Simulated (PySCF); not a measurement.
CH5AlCl (charge -1).
Numbering: `[AlH3-:1][CH2:2][Cl:3]` (hydrogens: H4, H5, H6 on Al1; H7, H8 on C2)

The closed-shell SCF was solved with PySCF and density fitting under several settings on one GFN2-xTB geometry (grid level 2 and gas phase unless stated).

| settings | basis functions | SCF cycles | E (Eh) | HOMO (eV) | LUMO (eV) |
| --- | --- | --- | --- | --- | --- |
| PBE0/pcSseg-1 | 90 | 12 | -743.4053 | -1.79 | 5.18 |
| PBE0/pcSseg-1, fitting basis def2-qzvpp-jkfit, level shift 0.2 Eh | 90 | 11 | -743.4053 | -1.79 | 5.18 |
| X3LYP/def2-SVPD, IEF-PCM chloroform, fitting basis def2-universal-jkfit | 111 | 9 | -743.5135 | -5.28 | 1.17 |
| PBE0/pcSseg-1, IEF-PCM tetrahydrofuran, start guess huckel, damping 0.3 at the start, DIIS from the seventh cycle | 90 | 13 | -743.4820 | -5.77 | 1.53 |

Task: Estimate the rows for these settings: (1) mPW1PW91/ANO-RCC-VDZP, energy threshold 1e-06 Eh; (2) B97-D/cc-pVDZ; (3) BHandHLYP/IGLO-III, energy threshold 1e-06 Eh.

Result: 
```
                                        settings  basis functions  SCF cycles     E (Eh)  HOMO (eV)  LUMO (eV)
mPW1PW91/ANO-RCC-VDZP, energy threshold 1e-06 Eh               75           7  -743.3489      -1.88       4.25
                                   B97-D/cc-pVDZ               75          13  -743.7353      -0.34       4.75
   BHandHLYP/IGLO-III, energy threshold 1e-06 Eh              173           7  -743.7620      -2.90       5.33
```

Task: Over all rows, what range does the HOMO–LUMO gap span?

Result: From 5.09 eV (B97-D/cc-pVDZ) to 8.23 eV (BHandHLYP/IGLO-III, energy threshold 1e-06 Eh). The functional of the narrowest has no exact exchange, that of the widest 50 % exact exchange.

B97-D ran without the empirical dispersion term, which would shift the total energy alone. Cycle counts include a coarse-grid stage where the run had one. ANO-RCC sets were contracted for a scalar-relativistic Hamiltonian, but ran non-relativistically here. Geometry: GFN2-xTB; no vibrations or thermal averaging.
